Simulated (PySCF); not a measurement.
**Two-photon absorption: 1,1,2-trichloroethane (ClC(CCl)Cl, C$_{2}$H$_{3}$Cl$_{3}$)**

Geometry:
| atom | x (Å) | y (Å) | z (Å) |
| --- | --- | --- | --- |
| Cl1 | -1.778 | -0.886 | 0.842 |
| C2 | -0.749 | 0.218 | -0.084 |
| C3 | 0.698 | -0.212 | -0.035 |
| Cl4 | 1.372 | -0.074 | 1.590 |
| Cl5 | 1.606 | 0.792 | -1.184 |
| H6 | -0.861 | 1.221 | 0.325 |
| H7 | -1.091 | 0.200 | -1.118 |
| H8 | 0.820 | -1.247 | -0.346 |

Computed, not measured: PySCF, TDDFT CAM-B3LYP/aug-cc-pVTZ excited states, vertical, gas phase. Geometry: PBE0-D3(BJ)/def2-TZVP.

Problem. How strongly do the lowest singlets absorb one photon, and two photons of half the energy?

Solution. δ for parallel linear polarisation; σ at the peak of a Lorentzian of half width 0.1 eV, single beam; Ω is circular over linear.
| state | E (eV) | f | photon λ (nm) | δ (au) | σ (GM) | Ω | main |
| --- | --- | --- | --- | --- | --- | --- | --- |
| S1 | 7.07 | 0.007 | 351 | 0.94 | 0.02 | 0.85 | HOMO→LUMO+1 0.41, HOMO→LUMO+3 0.10 |
| S2 | 7.12 | 0.008 | 348 | 1.03 | 0.02 | 0.37 | HOMO−2→LUMO+1 0.39, HOMO−2→LUMO+3 0.11 |
| S3 | 7.33 | 0.003 | 338 | 4.3 | 0.09 | 0.65 | HOMO→LUMO+3 0.16, HOMO→LUMO+1 0.09 |
| S4 | 7.37 | 0.006 | 337 | 2.22 | 0.04 | 0.50 | HOMO−1→LUMO+3 0.15, HOMO−1→LUMO+1 0.14 |
| S5 | 7.48 | 0.004 | 332 | 3.9 | 0.08 | 1.34 | HOMO−4→LUMO+1 0.19 |
| S6 | 7.59 | 0.002 | 327 | 4.22 | 0.09 | 1.44 | HOMO−5→LUMO+1 0.17, HOMO−3→LUMO+3 0.10 |
